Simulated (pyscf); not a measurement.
Structures and frequencies: ωB97X-D3(BJ)/def2-SVP in PySCF.

Task: For the elementary gas-phase step H₃C–CH(SiH₂•)–Cl → •H₂C–CH(SiH₃)–Cl (doublet surface; C–H broken, H–Si formed), what barrier and reaction energy does ωB97M-D3(BJ)/def2-TZVP give, measured from the reactant's lowest minimum found?

Result: ΔE‡ = 42.6 kcal/mol, ΔE = +9.8 kcal/mol. Zero-point energy shifts the barrier by -4.4 kcal/mol. It is a hydrogen shift, with an imaginary mode of 1818i cm⁻¹. From the product side, H₂C=CH–SiH₃ + Cl• lies, by one bond made or cut, 14.5 kcal/mol under this saddle at ωB97M-D3(BJ). H₃C–CH(SiH₂•)–Cl lies 52.6 kcal/mol over its isomer H₃C–Si•(CH₃)–Cl (electronic energy, ωB97M-D3(BJ)). •H₂C–CH(SiH₃)–Cl lies 62.4 kcal/mol over its isomer H₃C–Si•(CH₃)–Cl (electronic energy, ωB97M-D3(BJ)). This is the saddle that the search found; another between the same sides may lie lower.
